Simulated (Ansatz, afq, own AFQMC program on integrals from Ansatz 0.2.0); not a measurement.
GaH$_{3}$Se, singlet: a scan with AFQMC

```xyz
5

Ga    0.0000    0.0145    1.2155
Se    0.0000   -0.0313   -1.1066
H     0.0000    1.4015    1.9300
H     0.0000   -1.3846    1.9060
H     0.0000    1.4319   -1.2283
```

The Ga1–Se2 distance is changed with both sides rigid. Energies in kJ/mol count from this geometry (2.322 Å) at the same level; the start stands on RHF, each point on the determinant named.

Basis cc-pVDZ. Only valence electrons are correlated. Integrals, coupled cluster, full CI and functionals: Ansatz 0.2.0; the random walks run on the same integrals in our own AFQMC program. ph-AFQMC/CISD is guided by a CISD state made of CCSD amplitudes; releasing the constraint for a short imaginary time cuts its bias at the price of noise, slowly where states lie close. Uncertainties: one standard error, sampling alone. No spin–orbit coupling.

Cautions, each for one point or more: higher spins were not checked; inner d shell frozen; no relativity below Rb; no spin-orbit coupling; restricted determinant unstable towards unrestricted; strong correlation; the ph-AFQMC/CISD walk drifts between its halves.

```json
{"r(Ga1–Se2) / Å": "1.836", "det.": "RHF", "T1": "0.010", "weight": "0.89", "CCSD(T)": "332.3", "ph-AFQMC/CISD": "330.5 ± 1.3", "released AFQMC": "330.3 ± 1.8", "CCSD": "331.6", "MP2": "328.3"}
{"r(Ga1–Se2) / Å": "2.768", "det.": "RHF", "T1": "0.016", "weight": "0.87", "CCSD(T)": "58.6", "ph-AFQMC/CISD": "60.0 ± 1.7", "released AFQMC": "–", "CCSD": "59.8", "MP2": "63.2"}
{"r(Ga1–Se2) / Å": "3.795", "det.": "RHF", "T1": "0.036", "weight": "0.81", "CCSD(T)": "261.6", "ph-AFQMC/CISD": "259.1 ± 2.4", "released AFQMC": "258.2 ± 3.0*", "CCSD": "272.9", "MP2": "291.7"}
```

Weight is that of the determinant in the CISD state; at the start T1 is 0.013 and the weight 0.88. An asterisk marks released energies that aren't shown to be converged. A dash marks a missing value, a released energy that hasn't settled or a functional that sits on another state. Largest departures from phaseless AFQMC with a CISD trial: CCSD(T) 2.4 kJ/mol at 3.795 (on RHF) (within the noise), CCSD 13.8 kJ/mol at 3.795 (on RHF), MP2 32.5 kJ/mol at 3.795 (on RHF). The walk's constraint bias lies outside its error bars, so these are departures and not errors.

Some points may be missing: those where a free walk finds a much lower state, and past Zn most of those on another determinant than at the start.

A walk keeps the symmetry of its determinant, which the program's search chose and which needn't be the lowest solution, so a lower state of the same spin and another symmetry isn't excluded.
